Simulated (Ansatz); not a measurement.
Gas-phase reaction in SMILES: CCF [fluoroethane] -> [CH3] (CH3) + [CH2]F (CH2F) (the C-C bond breaks)

Property: bond dissociation energy (enthalpy at 298 K), in kcal/mol. Conventions: six Cartesian d functions in 6-31G* and its kin unless marked 5d; open shells spin-unrestricted; spin-orbit terms left out; frozen cores in correlated levels; LANL2DZ all-electron up to Ne; 6-311+G** with 5d; non-relativistic. CBS marks a two-point X^-3 extrapolation of the correlation energy; Hartree-Fock from the larger set. First-principles rows: single points at B3LYP-D3(BJ) geometries (Ansatz, a program for electronic structure), with unscaled harmonic terms from B3LYP/6-31G* (Ansatz) at its own minima.

Coupled cluster (Ansatz) is a level with limits of its own, used here on species with T1 under 0.025 (0.045 for open shells) and stable references: CCSD(T)/CBS(cc-pVTZ,cc-pVQZ).

Value to compare with, CCSD(T)/CBS(cc-pVTZ,cc-pVQZ) (Ansatz): 93.1 kcal/mol.

```
level         program  bond dissociation energy (enthalpy at 298 K) (kcal/mol)  difference
------------  -------  -------------------------------------------------------  ----------
HF/STO-3G      Ansatz                                                     82.1       -11.0
HF/3-21G       Ansatz                                                     65.0       -28.1
HF/LANL2DZ     Ansatz                                                     63.7       -29.4
HF/6-31G*      Ansatz                                                     66.3       -26.8
HF/6-311+G**   Ansatz                                                     63.3       -29.8
```

0 of the 5 habitual levels lie above CCSD(T)/CBS(cc-pVTZ,cc-pVQZ) (Ansatz); their mean absolute difference is 25.0 kcal/mol, the median 28.1.

The sets are all those run for this method; left out are runs that failed, that the program found above a lower state of the same kind, or whose <S^2> lies over 0.5 above the pure value.
